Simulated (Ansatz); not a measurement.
## CsCl-type TlCl

Method: PBE+SOC in Ansatz (PAW).

Settings: plane-wave cutoff 520 eV, 10×10×10 k mesh, Fermi–Dirac smearing 0.01 eV, PAW data made under PBE.

Cell: relaxed at this level.

```json
{
  "equilibrium_volume_per_atom": "29.45 Å³/atom",
  "bulk_modulus": "22.5 GPa",
  "equilibrium_lattice_constant_a": "3.891 Å",
  "band_gap": "1.77 eV (indirect)",
  "smallest_direct_gap_on_the_k_points_sampled": "2.01 eV",
  "Γ–Γ gap": "7.41 eV",
  "pressure derivative B′ of the bulk modulus": "5.1"
}
```

Measured, for comparison: equilibrium volume per atom 28.35 Å³/atom, lattice constant a 3.842 Å (temperature not stated, no zero-point or thermal correction; as tabulated in Wikipedia's data pages). Computed (rounded) less measured: equilibrium volume per atom +3.9 %, lattice constant a +1.3 %.

Static lattice: no zero-point or thermal effects.

Ansatz is a first-principles code.
